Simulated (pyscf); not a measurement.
Single points on ωB97X-D3(BJ)/def2-SVP structures (PySCF, gas phase).

SMILES: [O]=[Nb]([OH])([OH])[O][SiH3]
```xyz
11

O     -0.7295     0.0035     2.8404
Nb    -1.0566    -0.7275     1.3497
O     -0.9159    -2.6071     1.5511
O     -2.8114    -0.2501     0.8162
O      0.2129    -0.0972     0.0889
Si     1.4967     0.8583    -0.3781
H     -0.6981    -3.1692     2.3012
H     -3.4897     0.3013     1.2184
H      1.0345     1.8371    -1.4014
H      2.5633    -0.0027    -0.9604
H      2.0354     1.5898     0.8038
```

### Question
How much does it cost (ΔH, 298 K, ωB97M-D3(BJ)/def2-TZVP) to split O=Nb(OH)(OH)–O–SiH₃ at its O–Si bond into [O–Nb(=O)(OH)–OH]• + SiH₃•?

### Answer
O–Si to [O–Nb(=O)(OH)–OH]• + SiH₃•: 544.3 kJ/mol. The 7 functionals that were run give +502.3 (PBE) to +549.4 kJ/mol (M06-2X). The radicals are drawn with the spin at the cut bond; how far it spreads was not checked. Other isomers of [O–Nb(=O)(OH)–OH]• were not searched in full and may lie lower. Open-shell species with a d-block atom are single-reference here; other states, and whether the spin sits on metal or ligand, were not checked. Elements past Kr carry the def2 core potentials, without spin-orbit coupling.
